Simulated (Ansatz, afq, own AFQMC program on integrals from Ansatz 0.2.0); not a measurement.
AFQMC on a folder of integrals that Ansatz 0.2.0 wrote.

```yaml
crystal:
  periodic: [false, false, false]
  atoms:
    - {symbol: N, position_ang: [0.000000, 0.000000, 0.000000]}
    - {symbol: S, position_ang: [0.000000, 0.000000, 1.812000]}
basis:
  gaussian: {orbitals: cc-pVDZ}
magnetization: {spin_polarized: false, initial_magnetization: 1}
correlation: {method: ccsd_t, electrons: outside_noble_gas, hamiltonian_folder: ham}
```

```sh
$ ansatz run in.yaml --threads 1 --pin off --events-out ev --progress --plain --max-ram 1382MiB
```

Options of the walk:

```
--method phaseless --trial hf --walkers 120 --populations 1 --least-time 40 --time-step 0.005 --steps-per-block 20 --equilibration-blocks 112 --max-blocks 600 --target-error 0.0012000 --factor-cut 1e-05 --start spin_pure --seed 1490 --taylor-order 6
```

Times are imaginary, in 1/Eh. The walk had a cap of 491 s.

Output of the walk:

```
orbitals 26  electrons 6 5  factors 181 of 332
reference energy -451.83247583 Eh
CCSD correlation -0.32452938 Eh in 19 cycles, weight of the determinant in the CISD state 0.7624
energy of the start -451.832478 Eh
 block  time / (1/Eh)  mean weight  energy / Eh
     1     0.100  1.0030  -451.889606
     2     0.200  1.0011  -451.933095
     3     0.300  1.0021  -451.981013
     4     0.400  0.9998  -452.000196
     5     0.500  1.0011  -452.023689
     7     0.700  1.0018  -452.083308
     9     0.900  0.9998  -452.087333
    18     1.800  0.9996  -452.103569
    52     5.200  0.9996  -452.243276
    69     6.900  1.0017  -452.299202
    86     8.600  0.9991  -452.157196
   120    12.000  0.9975  -452.190177
   154    15.400  1.0013  -452.133291
   188    18.800  1.0002  -452.165382
   222    22.200  1.0012  -452.178083
   256    25.600  1.0025  -452.131334
   290    29.000  1.0004  -452.125480
   324    32.400  0.9984  -452.160919
   358    35.800  0.9985  -452.194058
   392    39.200  1.0010  -452.263500
   426    42.600  0.9987  -452.164791
   460    46.000  1.0000  -452.135460
   494    49.400  0.9992  -452.179036
   528    52.800  1.0023  -452.170578
   562    56.200  0.9990  -452.204959
   596    59.600  1.0008  -452.134074
   630    63.000  0.9987  -452.155500
   664    66.400  1.0002  -452.125882
   681    68.100  0.9977  -452.080547
   698    69.800  1.0018  -452.198896
blocks merged  error / Eh  count
     1  0.001518  600
     2  0.002016  300
     4  0.002640  150
     8  0.003252  75
    16  0.003833  37
    32  0.004505  18
    64  0.005743  9
energy -452.165674 +/- 0.004505 Eh
(rows thinned)
```

The run failed at least one of its tests; the cautions name the faults.

Against this walk (error 122.6 meV) on the same determinant: CCSD(T) 329.9 meV lower, CCSDT(Q) 436.6 meV lower. The error is statistical and leaves out the bias of the constraint. None of these is a sure reference here.

Cautions: constraint bias not in the error; error above the target (122.6 against 32.7 meV); higher spins were not checked; a spin-contaminated unrestricted determinant lies lower (UHF 1.91 eV lower, ⟨S²⟩ 1.66); strong correlation (T1 0.068, weight of the determinant 0.76, largest double 0.23); (T) is large, 6 % of the CCSD correlation; CCSD(T) is in doubt: in a space of 9 electrons in 8 natural orbitals full CI lies 84 meV below it; the CCSDT(Q) amplitudes may be one of several solutions (largest double 0.27); CCSDT(Q) on the UHF determinant differs (101 meV lower), perhaps since the unrestricted series falls towards higher spin; the bias of populations of 120 walkers isn't removed.

The walk took 2 min on 1 thread of AMD EPYC 7R32 (Zen 2) (shared host). The log's last line is the phaseless energy.

CCSDT and higher add their correlation energy to the determinant of the CCSD(T) run, since their own runs factorise the integrals more tightly (a shift of under 2 meV). A walk keeps the symmetry of its determinant, which the program's search chose and which needn't be the lowest solution, so a lower state of the same spin and another symmetry isn't excluded.
